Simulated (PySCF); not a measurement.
C2F4, SMILES FC(F)=C(F)F (connectivity only; charge and spin as stated), charge +1, multiplicity 2.

Geometry optimised at PBE0-D3(BJ)/def2-SVP. The spin state was assumed, not searched.

The numbers are results of PBE0-D3(BJ)/def2-SVP run with PySCF 2.14.0, not measurements.

No scaling factor is applied to the harmonic values.

Computed vibrational spectrum:
| mode | ν (cm⁻¹) | IR (km/mol) | moving atoms (share of kinetic energy) |
|---|---|---|---|
| 1 | 144 | 0.0 | F 100 % |
| 2 | 212 | 6.7 | F 94 % |
| 3 | 414 | 0.0 | F 99 % |
| 4 | 443 | 30.3 | C 76 %, F 24 % |
| 5 | 546 | 0.0 | F 82 %, C 18 % |
| 6 | 600 | 0.0 | C 92 %, F 8 % |
| 7 | 618 | 10.4 | F 81 %, C 19 % |
| 8 | 863 | 0.0 | F 90 %, C 10 % |
| 9 | 1335 | 490.7 | C 57 %, F 43 % |
| 10 | 1626 | 569.7 | C 70 %, F 30 % |
| 11 | 1628 | 0.0 | C 77 %, F 23 % |
| 12 | 1781 | 0.0 | C 88 %, F 12 % |
